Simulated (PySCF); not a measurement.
**NaB at UHF-CCSD**

Computed with UHF-CCSD; PySCF, spin-free X2C with a Gaussian nucleus, basis sets Na jorge-DZP-DKH, B jorge-DZP-DKH.

```
state                          : ³Π (triplet), unpaired electrons σ ↑, π ↑
bond length                    : 2.516 Å
harmonic wavenumber            : 321 cm⁻¹
force constant                 : 0.453 mdyn/Å
rotational constant Be         : 0.3576 cm⁻¹
anharmonicity ωexe             : 4.66 cm⁻¹
vibration–rotation constant αe : 0.00564 cm⁻¹
well depth De to Na + B        : 0.57 eV
dissociation energy D0         : 0.55 eV
```

Correlated steps freeze 2 core orbitals. Correlated levels converge slowly with the basis: in double zeta they bind strong bonds too weakly, by up to about 1 eV, and carry superposition errors of some tenths. The state was picked by a PBE0 search and need not be the measured ground state.
